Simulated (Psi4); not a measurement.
Reaction (SMILES): P#N (N-P) + 3 [H][H] (H2) → N (NH3) + P (PH3)
B3LYP-D3(BJ)/def2-TZVP geometries, fixed; electronic energies without zero-point terms.

Energies in hartree at MP2 with Psi4; the energy of full hydrogenation is their sum with the coefficients shown, times 627.509 kcal/mol a hartree. All functions are spherical. Density fitting with the program's default auxiliary sets. Cores are frozen. No added dispersion term, no relativity.

```
species      coefficient          part  cc-pV(D+d)Z  cc-pV(T+d)Z  cc-pV(Q+d)Z
-----------  -----------  ------------  -----------  -----------  -----------
N#P (N-P)             -1  Hartree-Fock   -395.15146   -395.17981   -395.18727
N#P (N-P)             -1   correlation     -0.28851     -0.34726     -0.36976
[H][H] (H2)           -3  Hartree-Fock     -1.12874     -1.13293     -1.13342
[H][H] (H2)           -3   correlation     -0.02640     -0.03169     -0.03312
N (NH3)               +1  Hartree-Fock    -56.19546    -56.21774    -56.22299
N (NH3)               +1   correlation     -0.18627     -0.23505     -0.25154
P (PH3)               +1  Hartree-Fock   -342.47582   -342.48990   -342.49359
P (PH3)               +1   correlation     -0.13485     -0.16999     -0.18217
```

Predict the energy of full hydrogenation in cc-pV(5+d)Z (X = 5): let each Hartree-Fock step shrink by the ratio of the last two, and fit each correlation energy at X = 3 and 4 to E + A/X^3. Compare with the run.


- N#P (N-P): steps -0.02835 and -0.00746, ratio 0.263, so Hartree-Fock -395.18923 (run: -395.18883); A = (-0.34726 - (-0.36976))/(1/27 - 1/64) = 1.0508, correlation -0.36976 - A/64 + A/125 = -0.37777 (run: -0.37977).
- [H][H] (H2): steps -0.00419 and -0.00049, ratio 0.117, so Hartree-Fock -1.13348 (run: -1.13357); A = (-0.03169 - (-0.03312))/(1/27 - 1/64) = 0.0668, correlation -0.03312 - A/64 + A/125 = -0.03363 (run: -0.03366).
- N (NH3): steps -0.02228 and -0.00525, ratio 0.236, so Hartree-Fock -56.22423 (run: -56.22463); A = (-0.23505 - (-0.25154))/(1/27 - 1/64) = 0.7701, correlation -0.25154 - A/64 + A/125 = -0.25741 (run: -0.25797).
- P (PH3): steps -0.01408 and -0.00369, ratio 0.262, so Hartree-Fock -342.49456 (run: -342.49433); A = (-0.16999 - (-0.18217))/(1/27 - 1/64) = 0.5688, correlation -0.18217 - A/64 + A/125 = -0.18651 (run: -0.18718).
Predicted -59.22 kcal/mol; the run in cc-pV(5+d)Z gives -58.87, a miss of -0.35. Keeping the value in cc-pV(Q+d)Z, -58.76, would miss by 0.11. All sums are of the energies as printed.
